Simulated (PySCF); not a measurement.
Compound: thiocyanic acid, CHNS.
Numbering: `[N:1]#[C:2][SH:3]` (hydrogens: H4 on S3)

The same species was optimised twice, with GFN2-xTB and with PBE0-D3(BJ)/def2-SVP (PySCF), and the same property calculations (PySCF, gas phase) were run on both structures.

| coordinate | GFN2-xTB | PBE0-D3(BJ)/def2-SVP | change |
| --- | --- | --- | --- |
| N1≡C2 (Å) | 1.144 | 1.161 | +0.017 |
| S3–H4 (Å) | 1.337 | 1.353 | +0.016 |
| C2–S3 (Å) | 1.684 | 1.692 | +0.008 |
| N1–C2–S3 (°) | 178.8 | 176.4 | -2.4 |
| C2–S3–H4 (°) | 93.3 | 94.9 | +1.6 |

Rotational constants: A = 291166, B = 5907, C = 5789 MHz (GFN2-xTB) against A = 285888, B = 5803, C = 5687 MHz (PBE0-D3(BJ)/def2-SVP). Point groups within 0.08 Å: Cs and Cs.

On the GFN2-xTB structure: HOMO (eV) -8.33 [PBE0/pcSseg-1]; LUMO (eV) -0.80 [PBE0/pcSseg-1]; dipole (D) 3.49 [PBE0/pcSseg-1]; GIAO shielding of N1 (ppm) -63.2 [PBE0/pcSseg-1]; GIAO shielding of C2 (ppm) 78.0 [PBE0/pcSseg-1]; GIAO shielding of S3 (ppm) 631.6 [PBE0/pcSseg-1].

What do these properties become on the PBE0-D3(BJ)/def2-SVP structure?

```tsv
property	level	on GFN2-xTB	on PBE0-D3(BJ)/def2-SVP	change
HOMO (eV)	PBE0/pcSseg-1	-8.33	-8.32	+0.01
LUMO (eV)	PBE0/pcSseg-1	-0.80	-0.93	-0.13
dipole (D)	PBE0/pcSseg-1	3.49	3.55	+0.06
energy, GFN2-xTB geometry as zero (kcal/mol)	PBE0/pcSseg-1	0.0	-0.4	-0.4
GIAO shielding of N1 (ppm)	PBE0/pcSseg-1	-63.2	-74.3	-11.1
GIAO shielding of C2 (ppm)	PBE0/pcSseg-1	78.0	75.0	-3.0
GIAO shielding of S3 (ppm)	PBE0/pcSseg-1	631.6	609.3	-22.3
```

The heavy atoms differ by 0.017 Å rms after alignment. Among all bonds N1≡C2 and S3–H4 change most and about equally (+0.016 to +0.017 Å). Changes are differences of the printed values. Neither structure is proved a minimum here.
